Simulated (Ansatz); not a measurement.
# CH₃Al (triplet): the correlation ladder, cc-pVDZ

An exercise on one series of results from a longer session: the logs are not shown, and one member is left open.

Program: Ansatz 0.2.0, Gaussian basis. Level of theory: cc-pVDZ, core rule «outside noble gas», up to 6 orbitals frozen. These are calculated values, not measurements.

Plan: UHF; CCSD(T) on ROHF; CCSD(T) on UHF; BCCD(T) on ROHF; CISD as a restricted active space (open shells left free, so some higher excitations enter); CCSDT(Q) on ROHF; CCSDT(Q) on UHF; CASSCF and MRCISD+Q, 10 electrons in 11 orbitals; CASSCF and NEVPT2, 10 electrons in 11 orbitals.

31 further runs of the same task are left out: 2 for a known fault of the program, 17 that didn't finish, 12 set aside as unsound or not needed. Runs told in other sessions of the task aren't counted.

## The geometry

The geometry is a PBE0/def2-TZVP stationary point (not a proven minimum).

5 atoms, charge 0, spin multiplicity 3.

Atoms are counted from 1 here; the program's logs count them from 0.

Bond lengths: Al1–C2 1.889 Å, Al1–H3 1.584 Å, Al1–H4 1.584 Å, C2–H5 1.082 Å. Angles: C2–Al1–H3 119.2°, C2–Al1–H4 119.2°, H3–Al1–H4 121.5°, Al1–C2–H5 180.0°.

Coordinates:

| atom | x (Å) | y (Å) | z (Å) |
| --- | --- | --- | --- |
| Al1 | 0.0000 | 0.0000 | 0.5743 |
| C2 | 0.0000 | 0.0000 | -1.3152 |
| H3 | 0.0000 | 1.3820 | 1.3476 |
| H4 | 0.0000 | -1.3820 | 1.3476 |
| H5 | 0.0000 | 0.0000 | -2.3973 |

The first run:

Input file in.yaml:

```yaml
crystal:
  periodic: [false, false, false]
  atoms:
    - {symbol: Al, position_ang: [0.000000, 0.000000, 0.574312]}
    - {symbol: C, position_ang: [0.000000, 0.000000, -1.315163]}
    - {symbol: H, position_ang: [0.000000, 1.382040, 1.347560]}
    - {symbol: H, position_ang: [0.000000, -1.382040, 1.347560]}
    - {symbol: H, position_ang: [0.000000, 0.000000, -2.397288]}
basis:
  gaussian: {orbitals: cc-pVDZ}
magnetization: {spin_polarized: true, initial_magnetization: 2}
hamiltonian: {xc: hf}
output: {orbitals: {seedname: orbitals}}
```

Launch:

```console
$ ansatz run in.yaml --threads 1 --pin off --events-out ev --progress --plain --max-ram 2393MiB
```

Among the steps run: UHF; CCSD(T) on ROHF; CCSD(T) on UHF; BCCD(T) on ROHF; CISD as a restricted active space (open shells left free, so some higher excitations enter); CCSDT(Q) on ROHF; CCSDT(Q) on UHF; CASSCF and MRCISD+Q, 10 electrons in 11 orbitals; CASSCF and NEVPT2, 10 electrons in 11 orbitals.

One of the session's tables, all rows but one given; the rest of the session is left out.

It belongs to the step «Misses and costs». 

```
          method  from UCCSDT(Q) (meV)
            ROHF               +5415.2
             UHF               +5218.7
            RMP2               +1105.0
            UMP2               +1104.8
            CISD                     ?
           RCCSD                +128.5
           UCCSD                +124.8
        RCCSD(T)                 +29.5
        UCCSD(T)                 +28.7
         BCCD(T)                 +29.1
          RCCSDT                  +6.1
          UCCSDT                  +5.1
       RCCSDT(Q)                  +1.1
       UCCSDT(Q)                     0
  CASSCF valence               +3315.7
  NEVPT2 valence                +897.9
  MRCISD valence                +185.7
MRCISD+Q valence                 +12.0
```

Estimate the missing values for CISD.

As computed: from UCCSDT(Q) (meV): +456.7. In the column «from UCCSDT(Q) (meV)» it lies between MRCISD valence (+185.7) and NEVPT2 valence (+897.9).

With the free atoms at the same levels and basis (separate runs), the atomisation energy is 12.179 eV at UCCSDT(Q), 12.170 eV at RCCSD(T), 12.169 eV at UCCSD(T), 10.295 eV at ROHF.

Limits of these values: Restricted and unrestricted rows rest on different reference determinants; a gap between their highest levels can come from leftover correlation error, from unlike frozen cores or from another state.
